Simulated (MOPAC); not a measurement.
MOPAC input (PM3):

```
PM3 PRECISE GNORM=0.05 LET XYZ GEO-OK AUX(PRECISION=9) THREADS=1
Cl4Si

Si    0.00000000 1    0.00000000 1    0.00000000 1
Cl    1.15093841 1    1.17921709 1    1.18988796 1
Cl   -1.17036909 1   -1.19282125 1    1.15691797 1
Cl    1.19576949 1   -1.15392888 1   -1.17031150 1
Cl   -1.17633881 1    1.16753303 1   -1.17649443 1
```

From the output:

```
                                                       MOPAC v23.2.5 Linux

          FINAL HEAT OF FORMATION =       -156.42533 KCAL/MOL =    -654.48358 KJ/MOL

          COSMO AREA              =        145.48 SQUARE ANGSTROMS
          COSMO VOLUME            =        141.63 CUBIC ANGSTROMS

          GRADIENT NORM           =          0.00708          =       0.00316 PER ATOM
          IONIZATION POTENTIAL    =         11.226125 EV
          HOMO LUMO ENERGIES (EV) =        -11.226 -1.957
          NO. OF FILLED LEVELS    =         16
          MOLECULAR WEIGHT        =        169.8975         POINT GROUP:  Td

          MOLECULAR DIMENSIONS (Angstroms)

            Atom       Atom       Distance
           Cl     4   Cl     2     3.33362
           Cl     3   Cl     5     3.33362
           Cl     2   Cl     3     2.35723

          SCF CALCULATIONS        =          4

   ATOM   CHEMICAL          X               Y               Z
  NUMBER   SYMBOL      (ANGSTROMS)     (ANGSTROMS)     (ANGSTROMS)

     1      Si         -0.00000000  *  -0.00000000  *  -0.00000000  *
     2      Cl          1.15599074  *   1.18439356  *   1.19511127  *
     3      Cl         -1.17550672  *  -1.19805744  *   1.16199655  *
     4      Cl          1.20101862  *  -1.15899434  *  -1.17544887  *
     5      Cl         -1.18150264  *   1.17265821  *  -1.18165895  *

                             CARTESIAN COORDINATES

   1   Si       -0.000000000    -0.000000001    -0.000000000
   2   Cl        1.155990741     1.184393556     1.195111269
   3   Cl       -1.175506716    -1.198057436     1.161996550
   4   Cl        1.201018618    -1.158994337    -1.175448873
   5   Cl       -1.181502642     1.172658207    -1.181658946

           Empirical Formula: Si Cl4  =     5 atoms

      MOLECULAR POINT GROUP   :   Td

                  EIGENVALUES
 -56.35910 -55.72360 -55.72360 -55.72360 -15.79762 -13.95128 -13.95128 -13.95128
 -11.62276 -11.62276 -11.41000 -11.41000 -11.41000 -11.22613 -11.22613 -11.22613
  -1.95723  -0.25690  -0.25690  -0.25690

              NET ATOMIC CHARGES AND DIPOLE CONTRIBUTIONS

  ATOM NO.   TYPE          CHARGE      No. of ELECS.   s-Pop       p-Pop
    1         Si           1.183628        2.8164     0.94315     1.87322
    2         Cl          -0.295907        7.2959     1.97063     5.32527
    3         Cl          -0.295907        7.2959     1.97063     5.32527
    4         Cl          -0.295907        7.2959     1.97063     5.32527
    5         Cl          -0.295907        7.2959     1.97063     5.32527
 DIPOLE           X         Y         Z       TOTAL
 POINT-CHG.    -0.000     0.000    -0.000     0.000
 HYBRID        -0.000     0.000     0.000     0.000
 SUM           -0.000     0.000    -0.000     0.000

          ATOMIC ORBITAL ELECTRON POPULATIONS

     Atom    s        px        py        pz
    1 Si   0.94315   0.62441   0.62441   0.62441
    2 Cl   1.97063   1.78192   1.77332   1.77003
    3 Cl   1.97063   1.77604   1.76911   1.78012
    4 Cl   1.97063   1.76820   1.78102   1.77606
    5 Cl   1.97063   1.77421   1.77690   1.77416

 **********************
 *                    *
 * JOB ENDED NORMALLY *
 *                    *
 **********************

 == MOPAC DONE ==
```

The geometry given is a B3LYP-D3(BJ)/def2-TZVP minimum.
